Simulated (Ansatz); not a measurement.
# PH4 (quartet): the correlation ladder, aug-cc-pVDZ

Aim: climb from Hartree-Fock through coupled cluster and multireference methods for PH4 (quartet) at one geometry and basis, and see what each rung misses.

Program: Ansatz 0.2.0, Gaussian basis. Level of theory: aug-cc-pVDZ, core rule «outside noble gas», up to 5 orbitals frozen. These are calculated values, not measurements.

To be run: UHF; CCSD(T) on ROHF; CCSD(T) on UHF; BCCD(T) on ROHF; CISD; CCSDT(Q) on ROHF; CCSDT(Q) on UHF; CASSCF and MRCISD+Q, 9 electrons in 8 orbitals; CASSCF and MRCISD+Q(relaxed), 9 electrons in 8 orbitals; CASSCF and NEVPT2, 9 electrons in 8 orbitals.

24 further runs of the same task are left out: 4 for a known fault of the program, 7 that didn't finish, 13 set aside as unsound or not needed.

## (1) The geometry

The geometry is a PBE0/def2-TZVPD stationary point (not a proven minimum) of the parent state, kept for this charge and spin.

5 atoms, charge 0, spin multiplicity 4.

Atoms are counted from 1 here; the program's logs count them from 0.

Bond lengths: P1–H2 1.511 Å, P1–H3 1.454 Å, P1–H4 1.454 Å, P1–H5 1.511 Å. Angles: H2–P1–H3 93.2°, H2–P1–H4 93.2°, H2–P1–H5 169.3°, H3–P1–H4 107.1°, H3–P1–H5 93.2°, H4–P1–H5 93.2°.

## (2) UHF

Contents of in.yaml:

```yaml
crystal:
  periodic: [false, false, false]
  atoms:
    - {symbol: P, position_ang: [0.041622, 0.000000, 0.000000]}
    - {symbol: H, position_ang: [0.182325, 0.000000, -1.504740]}
    - {symbol: H, position_ang: [-0.821841, 1.169392, 0.000000]}
    - {symbol: H, position_ang: [-0.821841, -1.169392, 0.000000]}
    - {symbol: H, position_ang: [0.182325, 0.000000, 1.504740]}
basis:
  gaussian: {orbitals: aug-cc-pVDZ}
magnetization: {spin_polarized: true, initial_magnetization: 3}
hamiltonian: {xc: hf}
output: {orbitals: {seedname: orbitals}}
```

Started as:

```
> ansatz run in.yaml --threads 1 --pin off --events-out ev --progress --plain --max-ram 2393MiB
```

The runs that follow: CCSD(T) on ROHF; CCSD(T) on UHF; BCCD(T) on ROHF; CISD; CCSDT(Q) on ROHF; CCSDT(Q) on UHF; CASSCF and MRCISD+Q, 9 electrons in 8 orbitals; CASSCF and MRCISD+Q(relaxed), 9 electrons in 8 orbitals; CASSCF and NEVPT2, 9 electrons in 8 orbitals.

**Question.** What will the summary of the whole plan be? Wanted: RCCSDT(Q) below the RHF energy; RMP2 from RCCSDT(Q); UMP2 from RCCSDT(Q); RCCSD from RCCSDT(Q); RCCSD(T) from RCCSDT(Q); UCCSD(T) from RCCSDT(Q); UCCSDT(Q) from RCCSDT(Q); NEVPT2 valence from RCCSDT(Q); MRCISD+Q valence from RCCSDT(Q).

As calculated:

```
                                quantity                      value
          RCCSDT(Q) below the RHF energy                 -5.4608 eV
                     RMP2 from RCCSDT(Q)            +26.57 kcal/mol
                     UMP2 from RCCSDT(Q)            +28.37 kcal/mol
                    RCCSD from RCCSDT(Q)             +6.58 kcal/mol
                 RCCSD(T) from RCCSDT(Q)             +1.59 kcal/mol
                 UCCSD(T) from RCCSDT(Q)             +2.14 kcal/mol
                UCCSDT(Q) from RCCSDT(Q)             -0.19 kcal/mol
           NEVPT2 valence from RCCSDT(Q)            +25.98 kcal/mol
         MRCISD+Q valence from RCCSDT(Q)             +3.86 kcal/mol
MRCISD+Q(relaxed) valence from RCCSDT(Q)             +3.16 kcal/mol
       levels within 1 kcal/mol (43 meV)  RCCSDT, UCCSDT, UCCSDT(Q)
                           T1 diagnostic                      0.036
          effectively unpaired electrons                       3.02
```

RCCSD(T) lands +1.59 kcal/mol from the yardstick (1.3 % of the correlation energy). CCSD(T) misses by +1.59 kcal/mol on the restricted determinant and by +2.14 kcal/mol on the unrestricted one; the two need not hold the same state or core. One determinant dominates. Of the multireference levels listed MRCISD+Q(relaxed) valence comes nearest in total energy (+3.16 kcal/mol), which doesn't show that its space is the better one. Coupled cluster took another determinant than the lowest Hartree-Fock one. These misses are within one basis, not against nature; the frozen cores of restricted and unrestricted runs differ, which can shift their rows.
